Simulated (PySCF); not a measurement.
Anthracene radical cation, C₁₄H₁₀ (charge +1 and doublet state).
Numbering: `[cH:1]1[cH:2][cH:3][c:4]2[cH:5][c:6]3[cH:7][cH:8][cH:9][cH:10][c:11]3[cH:12][c:13]2[cH:14]1` (hydrogens: H15 on C1; H16 on C2; H17 on C3; H18 on C5; H19 on C7; H20 on C8; H21 on C9; H22 on C10; H23 on C12; H24 on C14)

Computed with PBE0-D3(BJ)/def2-SVP geometry optimisation, gas phase (PySCF 2.14.0).

Task: Give the optimised bond lengths and angles.

Result: 
| bond | length (pm) | order |
| --- | --- | --- |
| C1–C2, C8–C9 | 140.3 | aromatic |
| C3–C4 and 3 like bonds | 141.2 | aromatic |
| C4–C5 and 3 like bonds | 140.8 | aromatic |
| C1–C14 and 3 like bonds | 138.9 | aromatic |
| C4–C13, C6–C11 | 143.7 | aromatic |
| C1–H15 and 3 like bonds | 109.2 | single |
| C3–H17 and 3 like bonds | 109.3 | single |
| C5–H18, C12–H23 | 109.4 | single |

Bonds in one row agree within 1 pm and their mean is given. Orders are formal, as drawn. A selection of angles:
| angle | degrees |
| --- | --- |
| C2–C1–C14 | 120.5 |
| C2–C1–H15 | 119.7 |
| C14–C1–H15 | 119.8 |
| C2–C3–C4 | 120.4 |
| C2–C3–H17 | 120.2 |
| C4–C3–H17 | 119.4 |
| C3–C4–C5 | 121.8 |
| C3–C4–C13 | 119.1 |
| C5–C4–C13 | 119.1 |
| C4–C5–C6 | 121.8 |
| C4–C5–H18 | 119.1 |
| C8–C9–C10 | 120.5 |

C3 (carbon bonded to 2 C and H) is planar (angles 120.4°, 120.2° and 119.4°, sum 360.0°, 0.00 Å off the plane of its three neighbours). Of the pairs four or more bonds apart, H18···H19 is among the closest relative to their van der Waals radii: 2.47 Å, 103 % of the sum of Bondi's values. C5 (carbon bonded to 2 C and H) is planar (angles 121.8°, 119.1° and 119.1°, sum 360.0°, 0.00 Å off the plane of its three neighbours). The C–C distances run from 1.389 Å (C2–C3, aromatic) to 1.437 Å (C6–C11, aromatic), a spread of 0.048 Å. C1 (carbon bonded to 2 C and H) is planar (angles 120.5°, 119.8° and 119.7°, sum 360.0°, 0.00 Å off the plane of its three neighbours). The 14 heavy atoms lie in one plane (0.000 Å rms). C4 (carbon bonded to 3 C) is planar (angles 121.8°, 119.1° and 119.1°, sum 360.0°, 0.00 Å off the plane of its three neighbours).

Point group: D2h (tolerance 0.08 Å). Not checked by PBE0-D3(BJ)/def2-SVP frequencies. ⟨S²⟩ = 0.770 (exact for a doublet: 0.75).
